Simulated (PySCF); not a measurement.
Species: C₄H₃O (charge -1).
Cartesian coordinates in Å at the PBE0-D3(BJ)/def2-SVP level; atoms count from 1:
```
atom  x, y, z in Å
C1     2.3248    0.2513   -0.4061
C2     1.1110    0.3460   -0.3200
C3    -0.3679    0.5478   -0.2555
C4    -1.0430   -0.5154    0.3254
O5    -0.8032    1.6301   -0.7234
H6     3.3918    0.1774   -0.4861
H7    -2.1332   -0.4728    0.4239
H8    -0.5062   -1.3961    0.6876
```

The closed-shell ground state was solved at several levels (PySCF, density fitting, gas phase, non-relativistic). The geometry's basis has no diffuse functions, a weakness for an anion. Where the HOMO energy is positive, the finite basis confines the outermost electrons. No diffuse functions stand in 6-31G*, cc-pVTZ, def2-TZVP, pcJ-1, pcSseg-1 and pcSseg-2, which bears on an anion's orbital energies.

| level | basis functions | HOMO (eV) | LUMO (eV) | gap (eV) |
| --- | --- | --- | --- | --- |
| B3LYP/cc-pVTZ | 192 | 0.19 | 4.83 | 4.64 |
| B3LYP/pcJ-1 | 165 | 0.27 | 4.91 | 4.64 |
| B3LYP/def2-TZVP | 173 | 0.03 | 4.63 | 4.60 |
| B3LYP/6-31G* | 76 | 0.91 | 5.66 | 4.75 |
| CAM-B3LYP/def2-SVPD | 127 | -1.50 | 5.05 | 6.55 |
| KT3/pcSseg-2 | 222 | 0.79 | 3.65 | 2.86 |

Problem. Estimate the row for PBE0/pcSseg-1, a basis of 100 functions; the other rows only guide the guess.

Solution. HOMO 0.04 eV, LUMO 5.09 eV, gap 5.05 eV.

Problem. Over all these levels, which gives the widest orbital gap and which the narrowest?

Solution. CAM-B3LYP/def2-SVPD (range-separated hybrid) has the widest, 6.55 eV, and KT3/pcSseg-2 (GGA) the narrowest, 2.86 eV. Functional and basis both differ between the two, so the spread mixes both effects.

Problem. How much does the basis alone move the frontier levels among the 4 B3LYP rows?

Solution. The HOMO by 0.88 eV and the LUMO by 1.03 eV. By rising basis size (HOMO, LUMO in eV): 6-31G* 0.91, 5.66; pcJ-1 0.27, 4.91; def2-TZVP 0.03, 4.63; cc-pVTZ 0.19, 4.83.
